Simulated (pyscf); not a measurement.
Structures and frequencies: ωB97X-D3(BJ)/def2-SVP in PySCF. MP2 and CC: frozen core, UHF for open shells. ΔMP2 is the change of the MP2 total energy from the triple- to the quadruple-zeta basis.

**Question.** `[IH]` + `[CH]#[CH]` → `[CH2]=[CH][I]`
Surface: singlet. Broken: H–I. Formed: C–I, C–H. Give ΔE‡ and ΔE from CCSD(T)/def2-TZVPP + ΔMP2(QZVPP), relative to the separated reactants.

**Answer.** ΔE‡ = 40.6 kcal/mol, ΔE = -34.6 kcal/mol. Zero-point energy shifts the barrier by -0.1 kcal/mol. It is an addition across a multiple bond or ene-type step, with an imaginary mode of 1673i cm⁻¹. This is the saddle that the search found; another between the same sides may lie lower. The CCSD(T) − MP2 part came from Ansatz, without density fitting, on the same reference. The largest closed-shell T1 diagnostic is 0.033, which may signal static correlation. The frozen core leaves the outer d or s,p core shells of the metals and heavy elements correlated in the MP2 and CC values, and def2-TZVPP describes them poorly, which can shift differences by a few kcal/mol. Elements past Kr carry the def2 core potentials, without spin-orbit coupling.
